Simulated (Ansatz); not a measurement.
# AlClFH3: the cost of one run

Method: RKS B3LYP/def2-SVP, in Ansatz 0.2.0.

### 1 The structure to begin with

Bond lengths: Al1–Cl2 2.580 Å, Al1–H3 1.560 Å, Al1–H4 1.560 Å, Al1–F5 1.990 Å. Angles: Cl2–Al1–H3 120.0°, Cl2–Al1–H4 120.0°, Cl2–Al1–F5 71.6°, H3–Al1–H4 120.0°, H3–Al1–F5 97.0°, H4–Al1–F5 101.2°.

Coordinates:

```xyz
6

Al    0.0000    0.0000    0.0000
Cl    0.0000    0.0000    2.5800
H     1.3510    0.0000   -0.7800
H    -1.3510    0.0000   -0.7800
F     0.0832   -1.8866    0.6275
H     0.0621   -1.4096    1.7633
```

### 2 A restrained relaxation towards end A

Springs on the bonds that form and break draw the guess towards this end; the thresholds are loose.

The input, input.yaml:

```yaml
crystal:
  periodic: [false, false, false]
  atoms:
    - { symbol: Al, position_ang: [0.0, 0.0, 0.0] }
    - { symbol: Cl, position_ang: [0.0, 0.0, 2.58] }
    - { symbol: H, position_ang: [1.351, 0.0, -0.78] }
    - { symbol: H, position_ang: [-1.351, 0.0, -0.78] }
    - { symbol: F, position_ang: [0.0832, -1.8866, 0.6275] }
    - { symbol: H, position_ang: [0.0621, -1.4096, 1.7633] }
basis:
  gaussian: { orbitals: def2-SVP }
hamiltonian:
  xc: b3lyp
relax:
  f_tol: 0.15
  max_steps: 25
  restrain:
    - { distance: [0, 4], at: 2.89, k: 30.0 }
    - { distance: [5, 1], at: 2.57, k: 30.0 }
    - { distance: [0, 1], at: 2.23, k: 30.0 }
    - { distance: [5, 4], at: 0.92, k: 30.0 }
```

Command:

```bash
$ ansatz run input.yaml --threads 1 --pin off --max-ram 2048MiB --backend cpu --events-out ev --progress --plain --runs-dir out
```

Q: Estimate wall time and peak memory on 1 thread of Arm Neoverse N1, shared host.

About 26 s, with a peak of 0.13 GiB.
